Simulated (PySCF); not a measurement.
C2H5, SMILES [CH2]C (connectivity only; charge and spin as stated), charge +1, multiplicity 1. Atoms are numbered in the order given.

```xyz
7

C     -0.0069    -0.7431     0.0000
C     -0.0416     0.6572     0.0000
H     -0.9080    -1.3586     0.0000
H      0.9484    -1.2699     0.0000
H      0.6307     0.9996     0.8234
H     -1.0105     1.1450     0.0000
H      0.6307     0.9996    -0.8234
```
Charge +1, spin multiplicity 1.

Geometry optimised at PBE0-D3(BJ)/def2-TZVP. The geometry has at least one imaginary mode, so it is a saddle point at that level. The multiplicity is an assumed one; other spin states were not compared. The isomer is the one that the SMILES or the coordinates give; other isomers of the formula were not compared.

Level of theory: TDA-ωB97X/def2-TZVPD run with PySCF.

Vertical excitations. The molecule is in vacuum. State labels are in the subgroup Cs.

| state | symmetry | energy (eV) | λ (nm) | f | main pairs |
|---|---|---|---|---|---|
| S1 | A" | 5.41 | 229 | 0.002 | HOMO→LUMO 96 % |
| S2 | A" | 6.70 | 185 | 0.001 | HOMO−2→LUMO 97 % |
| S3 | A' | 8.11 | 153 | 0.307 | HOMO−1→LUMO 95 % |
| S4 | A" | 8.50 | 146 | 0.003 | HOMO−3→LUMO 96 % |
| S5 | A' | 12.15 | 102 | 0.007 | HOMO→LUMO+1 93 % |
| S6 | A" | 12.91 | 96 | 0.104 | HOMO−1→LUMO+1 76 % |
| S7 | A" | 13.20 | 94 | 0.098 | HOMO−4→LUMO 70 %, HOMO−1→LUMO+1 12 % |
| S8 | A' | 13.46 | 92 | 0.179 | HOMO→LUMO+2 84 % |
| S9 | A" | 13.68 | 91 | 0.048 | HOMO→LUMO+4 78 % |
| S10 | A' | 13.71 | 90 | 0.289 | HOMO→LUMO+3 87 % |
| T1 | A" | 4.72 | 263 | 0 | HOMO→LUMO 92 % |
| T2 | A' | 5.45 | 227 | 0 | HOMO−1→LUMO 99 % |
| T3 | A" | 5.87 | 211 | 0 | HOMO−2→LUMO 96 % |
| T4 | A" | 7.88 | 157 | 0 | HOMO−3→LUMO 92 % |
Triplets are in the Tamm–Dancoff approximation.
